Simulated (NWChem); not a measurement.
System: C cation, doublet

NWChem input:

```
start job
memory heap 200 mb stack 900 mb global 1100 mb
charge 1
geometry units angstroms noautoz
  C      0.000000     0.000000     0.000000
end
basis spherical
  * library pcseg-1
end
dft
  odft
  mult 2
  xc xpbe96 cpbe96
  iterations 150
  mulliken
end
task dft energy
```

The open p shell is one determinant without spherical averaging. No stability test was run on the SCF state.

**Question.** Give the results of this calculation. (PBE/pcseg-1, spin-unrestricted.) Quantities: basis functions; energy (Ha); highest occupied level (eV); lowest empty minus highest occupied level, either spin (eV); <S²>.

**Answer.** 
| Quantity | Result |
|---|---|
| number of basis functions | 14 |
| energy (Ha) | -37.35 |
| highest occupied level (eV) | -17.94 |
| lowest empty minus highest occupied level, either spin (eV) | 0.79 |
| <S²> | 0.751 |
